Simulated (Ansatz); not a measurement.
## How methods differ on CHF2 (difluoromethyl radical)

CHF2 has 4 atoms, charge 0, and is taken as a doublet. As SMILES, `F[CH]F`. The shape is that of a PBE0-D4/def2-TZVP optimisation.

```xyz
4

F    -1.2082    0.2646   -0.1417
C     0.0386    0.0634    0.2444
F     0.4331   -1.1668   -0.0296
H     0.7365    0.8387   -0.0731
```

Each level gives the energy change with the C2–F3 bond stretched from 1.321 to 1.981 Å (eV). The values are calculated.

```csv
level,kind,program,value (eV),less FCI/STO-3G,CPU time (all runs)
UHF/STO-3G,Hartree–Fock,Ansatz,2.79,+0.13,0.34 s
USVWN5/STO-3G,LDA,Ansatz,3.36,+0.70,1.6 s
UPBE/STO-3G,GGA,Ansatz,2.88,+0.22,3 s
U-r2SCAN/STO-3G,meta-GGA,Ansatz,3.14,+0.48,8.3 s
UB3LYP/STO-3G,global hybrid,Ansatz,3.22,+0.56,3.2 s
UPBE0/STO-3G,global hybrid,Ansatz,3.49,+0.83,3.3 s
UCAM-B3LYP/STO-3G,range-separated hybrid,Ansatz,3.55,+0.89,4 s
RPA@PBE/STO-3G,RPA,Ansatz,2.59,-0.07,3.6 s
UCCSDT/STO-3G,coupled cluster or CI,Ansatz,2.67,+0.01,2.3 s
FCI/STO-3G,exact in the basis,Ansatz,2.66,0.00,3.5 s
```

FCI/STO-3G is exact within its basis and frozen core, so for wave-function methods in that basis the difference is their error; functionals converge differently with the basis, so for them it is only a difference. The first shape isn't each level's own minimum. The values span 2.59 to 3.55 eV. Spin contamination of the reference (⟨S²⟩ at least 0.1 too high) touches UHF/STO-3G, UCCSDT/STO-3G. All rows use very small basis sets, so none should be taken for the real molecule's value. In so small a basis fixed costs decide the times, and correlated methods can beat functionals. CPU times are rough (shared hosts, several kinds of processor and program).
